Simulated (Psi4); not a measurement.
# CH3FO (SMILES OCF) at M06-L/aug-cc-pVDZ

Aim: the vertical electron affinity of CH3FO at M06-L/aug-cc-pVDZ, from 2 runs. 

Program for the calculation: Psi4 1.11.

**1. The structure to begin with**

The species is CH3FO (6 atoms), meant as a singlet with charge 0. As SMILES, `OCF`. Geometry: relaxed at PBE0-D4/def2-TZVP. This is one conformer, not always the lowest.

Bond lengths: O1–C2 1.370 Å, C2–F3 1.381 Å, O1–H4 0.962 Å, C2–H5 1.096 Å, C2–H6 1.091 Å. Angles: O1–C2–F3 111.1°, O1–C2–H5 112.9°, O1–C2–H6 107.4°, F3–C2–H5 106.3°, F3–C2–H6 107.8°, C2–O1–H4 109.3°, H5–C2–H6 111.3°.

**2. Energy and forces at M06-L/aug-cc-pVDZ**

Contents of job.py:

```python
import psi4

psi4.set_memory('1600 MB')
psi4.set_num_threads(1)
psi4.core.set_output_file('run.log', False)

geom = psi4.geometry("""
0 1
O     -0.794000    -0.697200    -0.247400
C      0.250200     0.049000     0.230800
F     -0.094100     1.383200     0.323800
H     -0.928700    -0.495100    -1.178000
H      1.136800     0.004900    -0.412500
H      0.472100    -0.308800     1.237300
symmetry c1
""")

psi4.set_options({
    'basis': 'aug-cc-pVDZ',
    'puream': True,
    'e_convergence': 1e-09,
    'd_convergence': 1e-08,
    'scf_type': 'pk',
    'dft_radial_points': 99,
    'dft_spherical_points': 590,
})

energy_value = psi4.gradient('m06-l')
print('gradient / Eh bohr^-1')
print(energy_value.np.round(6))
```

Command:

```
$ python job.py
```

run.log:

```text
[...]
  Running in c1 symmetry.
[...]
  Nuclear repulsion =   79.440325172787951
[...]
  Multiplicity = 1
[...]
  Nalpha       = 13
  Nbeta        = 13
[...]
    Number of basis functions: 96
[...]
   @RKS iter   1:  -214.77764559717190   -2.84375e-01   7.07919e-03 ADIIS/DIIS
[...]
   @RKS iter  11:  -214.96922436090588   -9.83391e-12   8.53223e-09 DIIS
[...]
    Orbital Energies [Eh]
    ---------------------
    Doubly Occupied:
       1A    -24.508692     2A    -19.012087     3A    -10.185408
       4A     -1.190073     5A     -1.036419     6A     -0.659336
       7A     -0.524549     8A     -0.477433     9A     -0.462553
      10A     -0.378209    11A     -0.340259    12A     -0.308452
      13A     -0.283877
[...]
  @RKS Final Energy:  -214.96922436090588
   => Energetics <=
    Nuclear Repulsion Energy =             79.4403251727879507
    One-Electron Energy =                -453.5294723737415552
    Two-Electron Energy =                 184.7136795207112527
    DFT Exchange-Correlation Energy =     -25.5937566806635068
    Empirical Dispersion Energy =           0.0000000000000000
    VV10 Nonlocal Energy =                  0.0000000000000000
    Total Energy =                       -214.9692243609058835
[...]
 Multipole Moments:
 ------------------------------------------------------------------------------------
     Multipole            Electronic (a.u.)      Nuclear  (a.u.)        Total (a.u.)
 ------------------------------------------------------------------------------------
 L = 1.  Multiply by 2.5417464519 to convert [e a0] to [Debye]
 Dipole X            :         -0.7306064            1.1272310            0.3966246
 Dipole Y            :          2.2899684           -2.6158212           -0.3258527
 Dipole Z            :          0.3423956           -0.8104046           -0.4680090
 Magnitude           :                                                    0.6946392
[...]
  -Total Gradient:
     Atom            X                  Y                   Z
    ------   -----------------  -----------------  -----------------
       1        0.005350855783     0.004742616454    -0.000538136610
       2       -0.002364537128     0.004632807187     0.001863647385
       3        0.002540957681    -0.010598166244    -0.000968176527
       4       -0.000432911851    -0.000750349526     0.001584794389
       5       -0.003969096118     0.000233787031     0.001609029690
       6       -0.001140426252     0.001770953228    -0.003542372121
[...]
```

The script printed:

```text
gradient / Eh bohr^-1
[[ 0.005351  0.004743 -0.000538]
 [-0.002365  0.004633  0.001864]
 [ 0.002541 -0.010598 -0.000968]
 [-0.000433 -0.00075   0.001585]
 [-0.003969  0.000234  0.001609]
 [-0.00114   0.001771 -0.003542]]
```

Run time: 46 s. Hardware: 1 thread of Intel Xeon Platinum 8488C (Sapphire Rapids), shared host; peak memory 0.85 GiB.

**3. The doublet anion: the energy at UM06-L/aug-cc-pVDZ**

Contents of input.dat:

```
memory 1.6 GB

molecule {
  -1 2
  O
  C 1 1.369614
  F 2 1.381043 1 111.08707
  H 1 0.961772 2 109.27638 3 70.66928
  H 2 1.096284 1 112.94101 4 -48.61089
  H 2 1.09101 5 111.32554 3 -117.08973
  symmetry c1
  no_reorient
  no_com
}

set {
  basis                aug-cc-pVDZ
  reference            uks
  puream               true
  e_convergence        1e-09
  d_convergence        1e-08
  scf_type             pk
  dft_radial_points    99
  dft_spherical_points 590
  maxiter              200
}

E, wfn = energy('m06-l', return_wfn=True)
oeprop(wfn, 'LOWDIN_CHARGES', 'MULLIKEN_CHARGES', 'QUADRUPOLE')
```

Command:

```
$ psi4 input.dat output.dat -n 1
```

output.dat:

```text
[...]
  Running in c1 symmetry.
[...]
  Nuclear repulsion =   79.440343126426129
[...]
  Multiplicity = 2
[...]
  Nalpha       = 14
  Nbeta        = 13
[...]
    Number of basis functions: 96
[...]
   @UKS iter   1:  -214.34633480927693    1.46937e-01   9.75099e-03 ADIIS/DIIS
[...]
   @UKS iter  20:  -214.93656175575336   -2.78533e-12   7.72800e-09 DIIS
[...]
   @S^2 Observed:                7.509563802E-01
[...]
    Orbital Energies [Eh]
    ---------------------
    Alpha Occupied:
       1A    -24.376306     2A    -18.864270     3A    -10.046111
       4A     -1.058196     5A     -0.891411     6A     -0.520616
       7A     -0.383644     8A     -0.341764     9A     -0.325990
      10A     -0.241858    11A     -0.206512    12A     -0.170273
      13A     -0.141746    14A      0.076106
    Alpha Virtual:
      15A      0.088670    16A      0.101211    17A      0.157753
      18A      0.172559    19A      0.204896    20A      0.235750
      21A      0.248902    22A      0.263740    23A      0.295453
      24A      0.300127    25A      0.320811    26A      0.327994
[...]
  @UKS Final Energy:  -214.93656175575336
   => Energetics <=
    Nuclear Repulsion Energy =             79.4403431264261286
    One-Electron Energy =                -457.0946613680886230
    Two-Electron Energy =                 188.3948177388771796
    DFT Exchange-Correlation Energy =     -25.6770612529680236
    Empirical Dispersion Energy =           0.0000000000000000
    VV10 Nonlocal Energy =                  0.0000000000000000
    Total Energy =                       -214.9365617557533596
[...]
 Multipole Moments:
 ------------------------------------------------------------------------------------
     Multipole            Electronic (a.u.)      Nuclear  (a.u.)        Total (a.u.)
 ------------------------------------------------------------------------------------
 L = 1.  Multiply by 2.5417464519 to convert [e a0] to [Debye]
 Dipole X            :          3.6179626           -0.7329302            2.8850325
 Dipole Y            :         -3.7707561            2.7408801           -1.0298760
 Dipole Z            :          2.1077554           -0.8487107            1.2590447
 Magnitude           :                                                    3.3119859
 L = 2.  Multiply by 1.3450342976 to convert [e a0^2] to [Debye ang]
 Quadrupole XX       :        -45.9267627            8.3592881          -37.5674746
 Quadrupole XY       :          4.9104068           -0.3421810            4.5682258
[...]
  Mulliken Charges: (a.u.)
   Center  Symbol    Alpha    Beta     Spin     Total
       1     O     4.36384  4.19646  0.16739 -0.56030
       2     C     0.58898  2.40911 -1.82014  3.00191
       3     F     4.80473  4.74280  0.06193 -0.54753
       4     H     1.71603  0.46608  1.24995 -1.18210
       5     H     1.82034  0.59854  1.22180 -1.41889
       6     H     0.70608  0.58701  0.11907 -0.29309
   Total alpha = 14.00000, Total beta = 13.00000, Total charge = -1.00000
  Lowdin Charges: (a.u.)
   Center  Symbol    Alpha    Beta     Spin     Total
[...]
```

It took 85 s on 1 thread of Intel Xeon Platinum 8488C (Sapphire Rapids), shared host; peak memory 0.87 GiB.

**4. What came out**

Level: M06-L/aug-cc-pVDZ.

| quantity | value |
| --- | --- |
| singlet CH3FO: total energy | -214.96922 Eh |
| singlet CH3FO: dipole moment | 1.77 D |
| singlet CH3FO: HOMO energy | -7.72 eV |
| singlet CH3FO: LUMO energy | -0.38 eV |
| singlet CH3FO: HOMO–LUMO gap | 7.34 eV |
| singlet CH3FO: largest force on an atom | 0.563 eV/Å |
| doublet anion: total energy | -214.93656 Eh |
| doublet anion: HOMO energy (highest over α and β) | 2.07 eV |
| doublet anion: LUMO energy (lowest over α and β) | 2.41 eV |
| doublet anion: ⟨S²⟩ | 0.751 |
| vertical electron affinity (to the doublet anion) | -0.889 eV |

What this shows: The anion lies 0.89 eV (20.5 kcal/mol) above the neutral: the electron isn't bound at this level, and such a value depends on the basis. The largest force (singlet CH3FO) is 0.56 eV/Å: the shape isn't a stationary point for this species at this level. Mulliken charges (doublet anion) run from -1.42 on H5 to +3.00 on C2; in a basis this large or diffuse they mean little. The HOMO (doublet anion) lies at positive energy, 2.07 eV, as semi-local functionals often give for anions; only total energies tell whether the electron is bound.
